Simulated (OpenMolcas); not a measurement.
# BF (SMILES [B]F) at 6 levels

Aim: a comparison of 6 runs (HF/STO-3G, B2PLYP/STO-3G, M06-2X/STO-3G, PBE0/STO-3G, ACPF/STO-3G, CISD/STO-3G) of BF. 

The results are computed with OpenMolcas 26.06.

2 further runs of the same task are left out: 1 for a known fault of the program, 1 set aside as unsound or not needed.

### Step 1. The molecule

The species is BF (2 atoms), meant as a singlet with charge 0. As SMILES, `[B]F`. The B1–F2 distance was set to 1.867 Å, away from the relaxed value.

Bond lengths: B1–F2 1.867 Å.

### Step 2. A single-point energy at HF/STO-3G (run 1)

mol.input

```
* BF Hartree-Fock

&gateway
  baslib = $CurrDir
  coord
  2
  angstrom
  B        0.000000       0.000000      -0.622210
  F        0.000000       0.000000       1.244390
  basis = STO-3G
  group = NoSym

&seward

&scf
  thresholds = 1e-10 1e-07 1e-07 1e-05
  prorbitals = 1 1
```

The basis set STO-3G is read from a file made from the Basis Set Exchange's data (not shown).

Command:

```console
export MOLCAS_MEM=1860
pymolcas mol.input > mol.log
```

Log:

```text
--- Start Module: gateway ---
[...]
--- Stop Module: gateway /rc=_RC_ALL_IS_WELL_ ---
--- Start Module: seward ---
[...]
      Basis functions           10
--- Stop Module: seward /rc=_RC_ALL_IS_WELL_ ---
--- Start Module: scf ---
[...]
       Convergence after  12 Iterations
[...]
::    Total SCF energy                               -122.1748928971
[...]
      Total spin, S                                     0.0000000000
[...]
      Total electronic charge=   14.000000
      Total            charge=   -0.000000
[...]
      Dipole Moment (debye):
      Origin of the operator (angstrom)=    0.0000    0.0000    0.5596
                   X=  1.2584E-15               Y=  2.2472E-16               Z= -1.3282E+00           Total=  1.3282E+00
      Quadrupole Moment (debye*angstrom):
[...]
--- Stop Module: scf /rc=_RC_ALL_IS_WELL_ ---
[...]
```

Wall time 1.4 s (1 thread of Arm Neoverse V2, shared host); peak memory 0.37 GiB.

### Step 3. The energy at B2PLYP/STO-3G (run 2)

mol.inp

```
>>> EXPORT MOLCAS_PRINT=2

&GATEWAY
 BasLib = $CurrDir
 Coord
 2
 angstrom
 B        0.000000       0.000000      -0.622210
 F        0.000000       0.000000       1.244390
 Basis = STO-3G
 Group = NoSym

&SEWARD
 GridInput
 Grid=UltraFine
 End of Grid

&SCF
 KSDFT = B2PLYP_SCF
 Thresholds = 1e-10 1e-07 1e-07 1e-05
 PrOrbitals = 1 1

&MBPT2
 Frozen = 2
```

The basis set STO-3G is read from a file made from the Basis Set Exchange's data (not shown).

Command:

```console
export MOLCAS_MEM=1860
pymolcas mol.inp > mol.log
```

Log:

```text
--- Start Module: gateway ---
[...]
--- Stop Module: gateway /rc=_RC_ALL_IS_WELL_ ---
[...]
      Basis functions           10
[...]
--- Start Module: scf ---
[...]
       Convergence after  14 Iterations
[...]
::    Total KS-DFT energy                            -122.5375961412
[...]
      Total spin, S                                     0.0000000000
[...]
      Total electronic charge=   14.000000
      Total            charge=   -0.000000
[...]
      Dipole Moment (debye):
      Origin of the operator (angstrom)=    0.0000    0.0000    0.5596
                   X= -3.2980E-16               Y=  9.4185E-16               Z= -9.6578E-01           Total=  9.6578E-01
      Quadrupole Moment (debye*angstrom):
[...]
--- Stop Module: scf /rc=_RC_ALL_IS_WELL_ ---
[...]
--- Start Module: mbpt2 ---
[...]
 ###    WARNING: MP2 implementation intended for RHF references only         ###
 ###############################################################################
MBPT2 WARNING: Reference function according to RunFile:KS-DFT
I'll assume you know what you're doing and continue
WARNING!
Default frozen orbitals as non valence orbitals is overwritten by user input.
Default values:   2
[...]
       Reference weight ( Cref**2 )         =        0.86527
::    Total MBPT2 energy                             -122.6749552349
[...]
      Total MBPT2 calculations                           0.03      0.03
--- Stop Module: mbpt2 /rc=_RC_ALL_IS_WELL_ ---
[...]
```

Wall time 2.5 s (1 thread of Arm Neoverse V2, shared host); peak memory 0.37 GiB.

Runs 3 to 4 aren't shown in full; the table further down has their settings and results.

### Step 4. The energy at ACPF/STO-3G (run 5)

mol.input

```
&GATEWAY
  BASLIB=$CurrDir
  COORD
  2
  angstrom
  B        0.000000       0.000000      -0.622210
  F        0.000000       0.000000       1.244390
  BASIS=STO-3G
  GROUP=NoSym

&SEWARD

&SCF
  THRESHOLDS=1e-10 1e-07 1e-07 1e-05
  PRORBITALS=1 1

&MOTRA
  FROZEN=2

&GUGA
  ELECTRONS=10
  SPIN=1
  INACTIVE=5
  ACTIVE=0
  CIALL=1

&CPF
  ACPF
```

The basis set STO-3G is read from a file made from the Basis Set Exchange's data (not shown).

Command:

```console
export MOLCAS_MEM=1860
pymolcas mol.input > mol.log
```

Log:

```text
--- Start Module: gateway ---
[...]
--- Stop Module: gateway /rc=_RC_ALL_IS_WELL_ ---
[...]
      Basis functions           10
[...]
       Convergence after  12 Iterations
[...]
::    Total SCF energy                               -122.1748928971
[...]
      Total spin, S                                     0.0000000000
[...]
      *** WARNING: Default frozen orbitals is overwritten by user input.
      *** Default values:   2
[...]
--- Start Module: guga ---
[...]
--- Stop Module: guga /rc=_RC_ALL_IS_WELL_ ---
--- Start Module: cpf ---
[...]
      Active orbitals                            0       0
[...]
      Spin quantum number                      0.0
[...]
     FINAL ACPF ENERGY        -122.29651350
     FINAL CORRELATION ENERGY   -0.12162060  REFERENCE ENERGY    -122.17489290
[...]
      Title:  ACPF natural orbitals
[...]
      Total electronic charge=   14.000000
      Total            charge=   -0.000000
[...]
      Dipole Moment (debye):
      Origin of the operator (angstrom)=    0.0000    0.0000    0.5596
                   X=  1.1063E-15               Y=  1.0148E-16               Z=  3.1812E-01           Total=  3.1812E-01
      Quadrupole Moment (debye*angstrom):
[...]
--- Stop Module: cpf /rc=_RC_ALL_IS_WELL_ ---
[...]
```

Run time: 1.5 s. Hardware: 1 thread of Arm Neoverse V2, shared host; peak memory 0.37 GiB.

### Step 5. The energy at CISD/STO-3G (run 6)

mol.inp

```
&GATEWAY
  BasLib=$CurrDir
  Coord
  2
  angstrom
  B        0.000000       0.000000      -0.622210
  F        0.000000       0.000000       1.244390
  Basis=STO-3G
  Group=NoSym

&SEWARD

&SCF
  Thresholds=1e-10 1e-07 1e-07 1e-05
  PrOrbitals=1 1

&MOTRA
  Frozen=2

&GUGA
  Electrons=10
  Spin=1
  Inactive=5
  Active=0
  CIAll=1

&CPF
  SDCI
```

The basis set STO-3G is read from a file made from the Basis Set Exchange's data (not shown).

Command:

```console
export MOLCAS_MEM=1860
pymolcas mol.inp > mol.log
```

Log:

```text
--- Start Module: gateway ---
[...]
--- Stop Module: gateway /rc=_RC_ALL_IS_WELL_ ---
[...]
      Basis functions           10
[...]
       Convergence after  12 Iterations
[...]
::    Total SCF energy                               -122.1748928971
[...]
      Total spin, S                                     0.0000000000
[...]
      *** WARNING: Default frozen orbitals is overwritten by user input.
      *** Default values:   2
[...]
--- Start Module: guga ---
[...]
--- Stop Module: guga /rc=_RC_ALL_IS_WELL_ ---
--- Start Module: cpf ---
[...]
      Active orbitals                            0       0
[...]
      Spin quantum number                      0.0
[...]
     FINAL CI ENERGY          -122.28014371
     FINAL CORRELATION ENERGY   -0.10525081  REFERENCE ENERGY    -122.17489290
[...]
     REL. CI ENERGY           -122.28014371
[...]
      Total electronic charge=   14.000000
      Total            charge=   -0.000000
[...]
      Dipole Moment (debye):
      Origin of the operator (angstrom)=    0.0000    0.0000    0.5596
                   X=  1.1697E-15               Y=  1.6575E-16               Z= -3.5340E-01           Total=  3.5340E-01
      Quadrupole Moment (debye*angstrom):
[...]
--- Stop Module: cpf /rc=_RC_ALL_IS_WELL_ ---
[...]
```

Wall time 1.5 s (1 thread of Arm Neoverse V2, shared host); peak memory 0.37 GiB.

### Step 6. Overview of the runs

```
run          level  frozen core orbitals  integration grid  energy (Eh)  dipole moment (D) of the reference  HOMO energy (eV)  LUMO energy (eV)  wall time
  1      HF/STO-3G                     –                 –  -122.174893                                1.33             -7.39              6.29      1.4 s
  2  B2PLYP/STO-3G                     2         UltraFine  -122.574683                                0.97             -5.57              3.23      2.5 s
  3  M06-2X/STO-3G                     –         UltraFine  -122.715440                                0.88             -5.68              2.63      2.6 s
  4    PBE0/STO-3G                     –         UltraFine  -122.600729                                0.64             -4.54              1.59      2.5 s
  5    ACPF/STO-3G                     2                 –  -122.296514                                1.33             -7.39              6.29      1.5 s
  6    CISD/STO-3G                     2                 –  -122.280144                                1.33             -7.39              6.29      1.5 s
```

### Step 7. What came out

| quantity | value |
| --- | --- |
| run 6: total energy | -122.28014 Eh |
| run 6: dipole moment (mean-field density) | 1.33 D |
| run 6: HOMO energy (Hartree–Fock orbitals) | -7.39 eV |
| run 6: LUMO energy (Hartree–Fock orbitals) | 6.29 eV |
| run 6: HOMO–LUMO gap (Hartree–Fock orbitals) | 13.68 eV |
| run 6: correlation energy (2 core orbitals frozen) | -105.3 mEh |

In words: Below the HF energy at the same shape and in the same basis (STO-3G): ACPF -121.6 mEh; CISD -105.3 mEh. Over runs 1, 2, 3, 4 the dipole moment (its size) runs from 0.64 D (PBE0/STO-3G) to 1.33 D (HF/STO-3G). Over runs 1, 2, 3, 4 the HOMO–LUMO gap runs from 6.13 eV (PBE0/STO-3G) to 13.68 eV (HF/STO-3G). Exact exchange widens orbital gaps. For B2PLYP the log adds the whole second-order term; the table takes 0.27 of it, as the functional is defined. Totals of different functionals can't be ranked against each other. In runs 1, 2, 3, 4, 5, 6 the basis is minimal, so the values are rough. All runs together took 12 s, the longest 2.6 s.
